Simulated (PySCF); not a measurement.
## Working out the electron affinity of P

P⁻ [Ne] 3s2 3p4 (3P) → P [Ne] 3s2 3p3 (4S). Calculation: PySCF 2.14, in def2-TZVPPD (6s5p4d1f, 48 functions); the non-relativistic Hamiltonian (point nucleus). Frozen: [Ne]. Energies in hartree (1 hartree = 27.21139 eV):

| part | P⁻ (lower) | P (upper) |
| --- | --- | --- |
| UHF | -340.687496 | -340.710012 |
| CCSD correlation | -0.130547 | -0.101470 |
| (T) | -0.005485 | -0.003940 |

What does Hartree-Fock give?

(-340.710012) − (-340.687496) = -0.022516 hartree = -0.613 eV.

What do CCSD and CCSD(T) give?

The CCSD correlation energies differ by 0.029077 hartree = 0.791 eV and the triples by 0.001545 hartree = 0.042 eV, so CCSD gives 0.178 eV and CCSD(T) 0.220 eV.

A first-order spin-orbit estimate adds 0.012 eV to CCSD(T) (valence), giving 0.232 eV against 0.747 eV (measured; photodetachment measurements, as compiled on the Wikipedia data page of electron affinities).

What remains against the reference includes basis incompleteness, the frozen core and higher excitations.
